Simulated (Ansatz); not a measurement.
**How far each method lies from full CI for SbH₃⁺, doublet**

Geometry: a PBE0/def2-TZVP stationary point for this spin, not checked as a minimum.

```xyz
4

Sb    0.0000    0.0000   -0.0130
H     1.5873    0.0135    0.5265
H    -0.8069    1.3701    0.5181
H    -0.7847   -1.3817    0.5215
```

Basis def2-SVP with its core potentials; Ansatz 0.2.0. Only valence electrons are correlated (noble-gas cores and the filled d shells of p-block atoms frozen), which leaves 7 electrons in 32 orbitals. R marks a restricted (for open shells ROHF) determinant, U an unrestricted one. Active spaces: valence = (7e, 7o) chosen from the atoms' valence shells. No spin–orbit coupling is included; scalar relativity enters through the core potentials alone.

Full CI is exact within this basis and frozen core; it isn't the basis-set limit. The frozen core follows each run's orbitals, which can shift R against U totals by a few meV for light atoms and by up to 0.1 eV past Ca.

For open shells CISD is restricted-active-space CI with the open shells as a complete middle space.

```
UHF ⟨S²⟩                          : 0.753
T1 diagnostic (RCCSD)             : 0.0146
largest doubles amplitude (RCCSD) : 0.045
```

```
                   level  E − E(full CI) (kJ/mol)  share of correlation (%)    wall time
                     RHF                    302.1                      0.00            –
                    RMP2                     73.2                     75.79            –
                    CISD                     18.5                     93.88       0.76 s
                   RCCSD                      7.6                     97.48            –
                RCCSD(T)                      1.8                     99.41        1.4 s
                 BCCD(T)                      1.7                     99.42        1.1 s
                  RCCSDT                      0.1                     99.97            –
               RCCSDT(Q)                      0.0                    100.01        7.5 s
                 RCCSDTQ                     -0.1                    100.02  15 s (H100)
  CASSCF (valence space)                    165.2                     45.31            –
  NEVPT2 (valence space)                     46.0                     84.78        1.9 s
  MRCISD (valence space)                      5.4                     98.21            –
MRCISD+Q (valence space)                     -0.1                    100.02          4 s
```

The correlation energy at full CI, counted from RHF, is -3.131 eV. That run took 17 s on 2 threads of AMD EPYC 7R13 with a shared H100 80 GB, shared host over 89,179,650 determinants.

Run but not shown, since their state or frozen core can't be matched to the reference's or they repeat it: UHF, UMP2, UCCSD, UCCSD(T), UCCSDT, UCCSDT(Q), UCCSDTQ.

Times hold each run's SCF and search for its determinant on a shared host, so for small cases they say little of a method's own cost; rows without a card ran on 1 thread of AMD EPYC 7R13.

The full-CI state has the irrep A' of Cs, in the program's axes (one component, if the state is degenerate).

Natural occupations of full CI about the gap: 1.968 1.944 1.944 0.992 0.038 0.030 0.030 0.008 0.008 0.007; effectively unpaired electrons, Σ n²(2−n)², 1.04.
